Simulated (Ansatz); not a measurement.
# A relaxation, step by step

CH5Si2 (SMILES [SiH-]=C[SiH3]) (charge -1), singlet, revPBE-D4/def2-SVP (Ansatz 0.2.0). Settings:

```yaml
hamiltonian: {xc: {name: revPBE}, dispersion: d4}
relax: {f_tol: 0.01, max_steps: 80, max_displacement: 0.2}
```

Start (the SMILES describes the start alone):

Si1  (-1.820, 0.612, -0.762)
C2  (0.017, 0.250, -0.606)
Si3  (0.590, -0.389, 1.011)
H4  (-1.920, 1.146, -2.312)
H5  (0.461, 0.306, -1.641)
H6  (0.572, 0.388, 2.135)
H7  (2.099, -0.642, 0.851)
H8  (0.138, -1.760, 1.395)
(Å)

| step | energy less the last (meV) | largest force component (eV/Å) |
| --- | --- | --- |
| 1 | 723.8 | 3.857 |
| 2 | 239.1 | 0.917 |
| 3 | 129.3 | 0.631 |
| 4 | 113.7 | 0.446 |
| 5 (rejected trial) | 119.4 | 0.283 |
| 6 | 97.4 | 0.220 |
| 7 | 80.1 | 0.099 |
| 8 | 59.9 | 0.138 |
| 9 | 47.9 | 0.308 |
| 10 | 32.3 | 0.414 |
| 11 | 2.8 | 0.096 |
| 12 (rejected trial) | 5.0 | 0.177 |
| 13 | 0.7 | 0.051 |
| 14 (rejected trial) | 1.2 | 0.053 |
| 15 | 0.1 | 0.016 |
| 16 | 0.0 | 0.004 |

Step 4, positions (Å) and forces (eV/Å):

```json
{"atom": "Si1", "x": "-1.826", "y": "0.668", "z": "-0.721", "Fx": "-0.155", "Fy": "0.118", "Fz": "-0.122"}
{"atom": "C2", "x": "-0.087", "y": "0.217", "z": "-0.655", "Fx": "-0.446", "Fy": "0.084", "Fz": "0.101"}
{"atom": "Si3", "x": "0.616", "y": "-0.413", "z": "0.906", "Fx": "0.371", "Fy": "-0.202", "Fz": "-0.051"}
{"atom": "H4", "x": "-1.860", "y": "1.103", "z": "-2.248", "Fx": "-0.069", "Fy": "-0.005", "Fz": "0.017"}
{"atom": "H5", "x": "0.551", "y": "0.288", "z": "-1.550", "Fx": "0.303", "Fy": "-0.055", "Fz": "-0.051"}
{"atom": "H6", "x": "0.485", "y": "0.457", "z": "2.150", "Fx": "-0.076", "Fy": "0.015", "Fz": "0.004"}
{"atom": "H7", "x": "2.125", "y": "-0.626", "z": "0.790", "Fx": "0.090", "Fy": "-0.023", "Fz": "0.085"}
{"atom": "H8", "x": "0.135", "y": "-1.784", "z": "1.398", "Fx": "-0.018", "Fy": "0.068", "Fz": "0.018"}
```

Step 6, positions (Å) and forces (eV/Å):

| atom | x | y | z | Fx | Fy | Fz |
| --- | --- | --- | --- | --- | --- | --- |
| Si1 | -1.837 | 0.712 | -0.708 | -0.077 | 0.062 | -0.092 |
| C2 | -0.107 | 0.217 | -0.657 | 0.070 | -0.013 | -0.034 |
| Si3 | 0.651 | -0.427 | 0.879 | -0.050 | -0.011 | 0.220 |
| H4 | -1.887 | 1.105 | -2.244 | -0.033 | 0.013 | 0.016 |
| H5 | 0.561 | 0.258 | -1.539 | 0.044 | -0.031 | -0.095 |
| H6 | 0.443 | 0.455 | 2.104 | 0.027 | 0.002 | 0.080 |
| H7 | 2.171 | -0.630 | 0.848 | -0.043 | 0.025 | -0.087 |
| H8 | 0.145 | -1.780 | 1.385 | 0.062 | -0.047 | -0.009 |

Step 10, positions (Å) and forces (eV/Å):

```
atom       x       y       z      Fx      Fy      Fz
 Si1  -1.685   1.125  -0.674   0.336  -0.205  -0.149
  C2  -0.159   0.131  -0.659   0.030  -0.043  -0.303
 Si3   0.638  -0.427   0.898   0.097  -0.037   0.063
  H4  -1.868   1.196  -2.259   0.010   0.016   0.114
  H5   0.383  -0.226  -1.585  -0.373   0.179   0.414
  H6   0.190   0.339   2.141  -0.003  -0.063  -0.116
  H7   2.177  -0.319   0.896  -0.106   0.015   0.039
  H8   0.462  -1.908   1.311   0.009   0.138  -0.061
```

Last step (16):

Si1  (-1.540, 1.257, -0.666)
C2  (-0.186, 0.063, -0.661)
Si3  (0.651, -0.431, 0.889)
H4  (-1.818, 1.255, -2.229)
H5  (0.192, -0.417, -1.588)
H6  (0.071, 0.270, 2.104)
H7  (2.161, -0.163, 0.972)
H8  (0.608, -1.924, 1.249)
(Å)

The run took about 67 s on 2 CPU threads of an Intel Xeon (shared host).
